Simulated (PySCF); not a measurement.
## CF⁺, triplet in 6-31G: errors against full CI

Geometry: a point of a stretch scan, not a stationary point.

| atom | x (Å) | y (Å) | z (Å) |
| --- | --- | --- | --- |
| C | 0.0000 | 0.0000 | 0.0000 |
| F | 0.0000 | 0.0000 | 1.0770 |

Basis 6-31G; PySCF 2.14.0. Only valence electrons are correlated (noble-gas cores frozen), which leaves 10 electrons in 16 orbitals. R marks a restricted (for open shells ROHF) determinant, U an unrestricted one.

Full CI is exact within this basis and frozen core; it isn't the basis-set limit. The frozen core follows each run's orbitals, which can shift R against U totals by a few meV.

The UHF ⟨S²⟩ is 2.016. The T1 diagnostic (ROHF- or RHF-based CCSD) is 0.0259 and the largest doubles amplitude (ROHF- or RHF-based CCSD) is 0.067. The T1 diagnostic (UCCSD) is 0.0194.

```
   level  E − E(full CI) (meV)  share of correlation (%)  wall time
     RHF                  4463                      0.00          –
     UHF                  4365                      2.20          –
    RMP2                   260                     94.17          –
    UMP2                   226                     94.94          –
   RCCSD                   122                     97.28          –
   UCCSD                   120                     97.31          –
RCCSD(T)                    18                     99.60     0.41 s
UCCSD(T)                    19                     99.58     0.33 s
  RCCSDT                     5                     99.90      5.8 s
  UCCSDT                     5                     99.90      6.5 s
```

The correlation energy at full CI, counted from RHF, is -4.463 eV. Full CI, over all symmetries tried, took 3.2 min on 1 thread of Arm Neoverse N1, shared host; the state has 3,644,032 determinants.

Times are those of the correlated step on a shared host, with one SCF added for the restricted CCSD run; they ran on 1 thread of Arm Neoverse N1.

The full-CI state has the irrep B1 of C2v, in the program's axes (one component, if the state is degenerate).

Natural occupations of full CI about the gap: 1.992 1.980 1.976 1.953 1.004 0.998 0.044 0.019 0.012 0.009; effectively unpaired electrons, Σ n²(2−n)², 2.02.
